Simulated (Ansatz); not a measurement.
Relaxed structures of AlSiH$_{6}$O (charge +1), singlet (PBE0-D4/def2-TZVP; forces vanish, vibrations not checked; lower isomers may exist, and structures with a doubtful reference or unclear bonds are left out; Å). Program: Ansatz 0.2.0. Basis: def2-TZVPP. Cores are frozen in the correlated methods.

Problem. Rank them by CCSD(T) energy, lowest first, and give each one's height above the lowest. Links in brackets join atoms within 1.22 times the sum of their covalent radii (1.1 for two metals). (To be estimated.)
A.
AlSiH₆O ([OH2][AlH][SiH3]), total charge +1
```
9
angstrom
O -1.2122 0.7736 -1.2044
Al 0.1468 1.0094 0.1067
Si 0.9158 -1.1583 0.9295
H -1.5676 -0.0695 -1.5199
H -1.6550 1.5061 -1.6581
H 0.2329 2.5729 0.1355
H 2.3646 -1.2474 0.6328
H 0.1417 -2.1908 0.1945
H 0.6330 -1.1961 2.3834
```
B.
AlSiH₆O ([OH][AlH][H][SiH3]), total charge +1
```
9
angstrom
O -0.4925 0.6133 -1.1919
Al -0.0975 1.5834 0.0779
Si 0.8206 -1.1372 1.0534
H 0.5992 0.4359 1.1926
H -0.8939 0.7116 -2.0548
H -0.0662 3.0013 0.7056
H 1.7121 -1.2506 -0.1124
H -0.5466 -1.6574 0.8910
H 1.4441 -1.3422 2.3731
```
C.
AlSiH₆O ([AlH2][OH][SiH3]), total charge +1
```
9
angstrom
O 0.0421 0.4998 0.0246
Al -1.2764 0.6243 -1.2623
Si 0.7974 -0.9122 0.8066
H -1.7269 -0.8136 -1.6512
H -1.5126 2.1385 -1.5433
H 0.3882 1.3508 0.3332
H 2.2257 -0.7911 0.4700
H 0.0861 -2.0126 0.1371
H 0.4888 -0.7433 2.2363
```

Solution. By the calculation: C (0.00 kcal/mol), B (17.12 kcal/mol), A (18.36 kcal/mol). Heights count from the lowest.

No T1 diagnostic of these runs exceeds 0.013.

For scale, one of the runs: CCSD(T)/def2-TZVPP, 199 basis functions, launched by `ansatz run in.yaml --threads 2 --pin off --events-out ev --progress --plain --max-ram 4352MiB`. The run took 41 s on 2 CPU threads of an Arm Neoverse V2 (shared host), with 2.2 GiB of host memory at its peak.
